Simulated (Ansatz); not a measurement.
A relaxation, step by step

SiH₄S₂, closed shell, PBE0-D4/def2-TZVP (Ansatz 0.2.0). Settings:

```yaml
hamiltonian: {xc: pbe0, dispersion: d4}
relax: {f_tol: 0.005, max_steps: 200}
```

Start, a step off a saddle point along its unstable mode:

| atom | x (Å) | y (Å) | z (Å) |
| --- | --- | --- | --- |
| Si1 | -0.3887 | -0.2781 | 0.6181 |
| S2 | 1.0741 | -0.4745 | -0.9967 |
| S3 | -1.5218 | 1.1189 | -0.4033 |
| H4 | -0.3285 | 0.5608 | -1.2392 |
| H5 | -0.9300 | -1.6519 | 0.7858 |
| H6 | 0.3415 | 0.1005 | 1.8606 |
| H7 | 1.7535 | 0.6243 | -0.6252 |

```tsv
step	energy less the last (meV)	largest force component (eV/Å)
1	1133.7	1.603
2	879.9	1.742
3	510.2	1.421
4	249.7	0.654
5	117.4	0.291
6	75.5	0.397
7	28.5	0.219
8	4.3	0.075
9	0.7	0.015
10	0.1	0.006
11 (rejected trial)	0.5	0.048
12	0.0	0.002
13	0.0	0.001
```

Step 2, positions (Å) and forces (eV/Å):

| atom | x | y | z | Fx | Fy | Fz |
| --- | --- | --- | --- | --- | --- | --- |
| Si1 | -0.358 | -0.295 | 0.605 | 0.354 | -0.267 | 0.081 |
| S2 | 1.138 | -0.511 | -0.996 | 0.571 | -0.528 | 0.367 |
| S3 | -1.541 | 1.116 | -0.383 | 0.894 | -0.348 | -0.760 |
| H4 | -0.406 | 0.616 | -1.253 | -1.742 | 1.084 | 0.411 |
| H5 | -0.936 | -1.651 | 0.789 | -0.012 | 0.049 | -0.023 |
| H6 | 0.310 | 0.122 | 1.867 | -0.057 | 0.019 | -0.067 |
| H7 | 1.793 | 0.604 | -0.630 | -0.008 | -0.009 | -0.009 |

Step 7, positions (Å) and forces (eV/Å):

```tsv
atom	x	y	z	Fx	Fy	Fz
Si1	-0.185	-0.326	0.554	-0.129	-0.120	0.008
S2	1.488	-0.756	-0.688	0.063	0.011	-0.008
S3	-1.441	1.207	-0.250	0.121	0.017	-0.148
H4	-1.179	0.895	-1.539	-0.074	-0.035	0.219
H5	-0.871	-1.645	0.656	0.051	0.105	-0.032
H6	0.186	0.140	1.915	-0.012	0.017	-0.057
H7	2.002	0.485	-0.648	-0.021	0.005	0.017
```

Step 12, positions (Å) and forces (eV/Å):

| atom | x | y | z | Fx | Fy | Fz |
| --- | --- | --- | --- | --- | --- | --- |
| Si1 | -0.156 | -0.308 | 0.516 | 0.000 | -0.001 | 0.001 |
| S2 | 1.574 | -0.773 | -0.639 | 0.000 | 0.001 | 0.000 |
| S3 | -1.302 | 1.312 | -0.262 | 0.000 | -0.001 | -0.001 |
| H4 | -1.464 | 0.752 | -1.473 | -0.002 | 0.000 | 0.000 |
| H5 | -0.910 | -1.584 | 0.538 | 0.000 | 0.001 | -0.001 |
| H6 | 0.176 | 0.132 | 1.892 | 0.001 | 0.000 | -0.001 |
| H7 | 2.082 | 0.470 | -0.571 | 0.001 | -0.001 | 0.001 |

Last step (13):

```xyz
7
angstrom
Si -0.1551 -0.3068 0.5135
S 1.5753 -0.7733 -0.6402
S -1.3024 1.3130 -0.2631
H -1.4752 0.7495 -1.4710
H -0.9099 -1.5820 0.5352
H 0.1775 0.1335 1.8889
H 2.0898 0.4661 -0.5633
```

The run took about 37 s on 2 CPU threads of an Intel Xeon Platinum 8175M (shared host).
